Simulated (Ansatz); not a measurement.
The input, for Ansatz 0.2.0:

```yaml
crystal:
  periodic: [false, false, false]
  atoms:
    - {symbol: As, position_ang: [0.000000, 0.000000, 0.000000]}
    - {symbol: Se, position_ang: [0.000000, 0.000000, 2.275100]}
basis:
  gaussian: {orbitals: cc-pVDZ}
total_charge: 1
magnetization: {spin_polarized: false, initial_magnetization: 2}
correlation: {method: fic_mrcisd_q_relaxed, electrons: outside_noble_gas, active_space: {window: {electrons: 10, orbitals: 8}, shells: [{species: As, l: s, shell: 4}, {species: As, l: p, shell: 4}, {species: Se, l: s, shell: 4}, {species: Se, l: p, shell: 4}]}}
```

```sh
$ ansatz run in.yaml --threads 1 --pin off --events-out ev --progress --plain --max-ram 2393MiB
```

Output:

```
1053 factors; integrals over basis functions are off by at most 2.0e-7 eV
mean field evaluation 1: about -126087.3193 eV, gradient 1.0e1 eV
mean field evaluation 2: about -126087.4322 eV, gradient 1.0e1 eV
mean field evaluation 4: about -126087.9296 eV, gradient 2.4e0 eV
mean field evaluation 8: about -126087.9769 eV, gradient 5.0e-2 eV
mean field evaluation 16: about -126088.0605 eV, gradient 7.0e-1 eV
mean field evaluation 32: about -126087.9769 eV, gradient 6.0e-3 eV
mean field evaluation 64: about -126087.9769 eV, gradient 2.2e-5 eV
mean field evaluation 96: about -126088.4810 eV, gradient 3.0e-4 eV
mean field evaluation 128: about -126088.4686 eV, gradient 6.7e-1 eV
mean field evaluation 160: about -126087.9722 eV, gradient 8.5e-1 eV
mean field evaluation 192: about -126086.5347 eV, gradient 3.1e-6 eV
mean field -126088.48102538 eV, -4633.6662118407 hartree, gradient 3.2e-6 eV, S^2 2.000000; 13 other end points of the search recorded, 0 dependent functions left out
reference -126088.48102538 eV, -4633.6662118407 hartree; 34, 32 occupied and 20, 22 virtual orbitals, 1053 factors
state -126090.35043023 eV, -4633.7349112016 hartree
contracted CI cycle   1: correlation -0.00000000 eV, -0.0000000000 hartree, residual 1.39e1 eV
contracted CI cycle   2: correlation -3.73908584 eV, -0.1374088702 hartree, residual 2.43e0 eV
contracted CI cycle   3: correlation -3.84899993 eV, -0.1414481386 hartree, residual 5.24e-1 eV
contracted CI cycle   4: correlation -3.85410766 eV, -0.1416358442 hartree, residual 1.54e-1 eV
contracted CI cycle   5: correlation -3.85465591 eV, -0.1416559920 hartree, residual 5.65e-2 eV
contracted CI cycle   6: correlation -3.85474821 eV, -0.1416593840 hartree, residual 2.91e-2 eV
contracted CI cycle   7: correlation -3.85477007 eV, -0.1416601872 hartree, residual 1.61e-2 eV
contracted CI cycle   8: correlation -3.85477683 eV, -0.1416604356 hartree, residual 7.72e-3 eV
contracted CI cycle   9: correlation -3.85477816 eV, -0.1416604846 hartree, residual 2.45e-3 eV
contracted CI cycle  10: correlation -3.85477829 eV, -0.1416604894 hartree, residual 7.73e-4 eV
state -126090.35043023 eV, -4633.7349112016 hartree; corrected -126094.51956805 eV, -4633.8881241907 hartree
Total energy: -126094.51956805 eV, -4633.8881241907 hartree
Checks for a lower state left out: starts, orbital_swaps
```

Natural occupations: 1.9969 1.9877 1.9496 1.4349 1.4349 0.5699 0.5699 0.0561.

Ran on 1 thread of AMD EPYC, shared host: 37 s wall, 0.23 GiB peak host memory.
